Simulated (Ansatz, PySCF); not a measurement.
System: dimethylsulfoxide, C2H6OS (charge 0, singlet). 
Coordinates optimised at B3LYP-D3(BJ)/def2-TZVP (Ansatz, a quantum-chemistry and plane-wave program):
SMILES: CS(C)=O
```xyz
10

S      0.0001     0.2316    -0.4434
O     -0.0091     1.4791     0.3687
C      1.3569    -0.7945     0.1950
C     -1.3493    -0.8091     0.1868
H      1.2528    -0.8869     1.2761
H     -2.2783    -0.2983    -0.0600
H      1.3433    -1.7716    -0.2883
H      2.2817    -0.2736    -0.0462
H     -1.3222    -1.7861    -0.2964
H     -1.2508    -0.9004     1.2685
```


Property: enthalpy of formation at 298 K (from the atomisation energy, B3LYP-D3(BJ)/def2-TZVP harmonic zero-point and thermal terms from PySCF, and the atoms' enthalpies of formation in the G2/97 table; no spin-orbit terms, and no core term in the frozen-core levels), in kcal/mol. Valence correlation only, unless marked. UHF or UKS for open shells. No spin-orbit coupling. Non-relativistic. The coupled-cluster limit lacks core correlation, which all-electron functionals hold. CBS marks a two-point X^-3 extrapolation of the correlation energy; Hartree-Fock from the larger set. [CCSD(T)-MP2]/basis is that difference in the basis named.

Measured: -36.2 kcal/mol (G2/97 table in ASE (Curtiss et al.)); it holds spin-orbit and relativistic effects, which these rows lack, and core correlation, which the frozen-core levels lack. This is an older compilation, not checked against later work.

| level | program | enthalpy of formation at 298 K (kcal/mol) | error against measurement |
|---|---|---|---|
| BLYP/def2-TZVPD | Ansatz | -26.2 | 10.0 |
| PBE0/def2-SVP | Ansatz | -19.2 | 17.0 |
| HSE06-D3(BJ)/def2-TZVPD | Ansatz + dftd3 | -38.3 | -2.1 |
| CAM-B3LYP-D3(BJ)/def2-TZVPD | Ansatz + dftd3 | -35.7 | 0.5 |
| B2GP-PLYP/def2-TZVPD | Ansatz | -19.7 | 16.5 |
| SCS-MP2/cc-pV(D+d)Z | Ansatz | 45.1 | 81.3 |
| RI-MP2/CBS(cc-pV(T+d)Z,cc-pV(Q+d)Z)+[CCSD(T)-MP2]/cc-pV(T+d)Z | Ansatz | -36.4 | -0.2 |
